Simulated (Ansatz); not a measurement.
hcp Zr was calculated with revPBE (Ansatz, a first-principles code, PAW).

Settings: plane-wave cutoff 520 eV, 24×24×12 k mesh (along the axes of the cell as run), Fermi–Dirac smearing 0.034 eV (set by the program), scalar-relativistic PAW data made under PBE.

Computed at the level's own relaxed cell.

Hill averages of the elastic tensor: K = 90.3 GPa, G = 35.4 GPa. Volume 23.800 Å³/atom, mean atomic mass 91.224 u.

Problem. Work out the density, the sound velocities of a polycrystal and the elastic Debye temperature, and Pugh's ratio at this level.

Solution. ρ = 1.66054 × 91.224/23.800 = 6.365 g/cm³. v_l = √[(K + 4G/3)/ρ] = 4.648 km/s and v_t = √(G/ρ) = 2.358 km/s. The mean follows from 3/v_m³ = 1/v_l³ + 2/v_t³: v_m = 2.643 km/s. Θ_D = (ħ/k_B) v_m (6π²/V)^(1/3) = 76.38 K Å s/km × 2.643 × 1.3551 Å⁻¹ = 274 K, counting all atoms of the cell. K/G = 2.55, to be set beside Pugh's rough bound of 1.75 between brittle and ductile metals.
